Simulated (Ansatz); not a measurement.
Input file:

```yaml
crystal:
  periodic: [false, false, false]
  atoms:
    - {symbol: Al, position_ang: [0.000000, 0.000000, 0.253900]}
    - {symbol: Ga, position_ang: [0.000000, 0.000000, -2.089700]}
    - {symbol: H, position_ang: [0.000000, 0.000000, 1.835800]}
basis:
  gaussian: {orbitals: STO-3G}
total_charge: 1
magnetization: {spin_polarized: false, initial_magnetization: 4}
correlation: {method: fic_nevpt4_sd, electrons: all, active_space: {window: {electrons: 8, orbitals: 7}}}
scf: {lower_state_search: off}
```

```sh
$ ansatz run in.yaml --threads 1 --pin off --events-out ev --progress --plain --max-ram 2393MiB
```

Output:

```
these checks for a lower state are left out or cut short: stability, starts, cluster_reference, orbital_swaps, neighbouring_geometries, increment
275 factors; integrals over basis functions are off by at most 1.3e-4 eV
mean field evaluation 1: about -58240.7218 eV, gradient 2.0e1 eV
mean field evaluation 2: about -58240.7236 eV, gradient 2.0e1 eV
mean field evaluation 4: about -58240.7853 eV, gradient 1.7e1 eV
mean field evaluation 8: about -58243.7213 eV, gradient 1.6e0 eV
mean field evaluation 16: about -58243.7446 eV, gradient 1.8e-6 eV
mean field -58243.74463245 eV, -2140.4181362144 hartree, gradient 1.8e-6 eV, S^2 6.000000; 0 other end points of the search recorded, 0 dependent functions left out
reference -58243.74463245 eV, -2140.4181362144 hartree; 24, 20 occupied and 4, 8 virtual orbitals, 275 factors
state -58244.32064772 eV, -2140.4393043853 hartree
state -58244.32064772 eV, -2140.4393043853 hartree; corrected -58245.14032139 eV, -2140.4694268370 hartree
Total energy: -58245.14032139 eV, -2140.4694268370 hartree
Checks for a lower state left out: stability, starts, cluster_reference, orbital_swaps, neighbouring_geometries, increment
```

Ran on 1 thread of Arm Neoverse V2, shared host: 1.1 s wall, 0.16 GiB peak host memory.
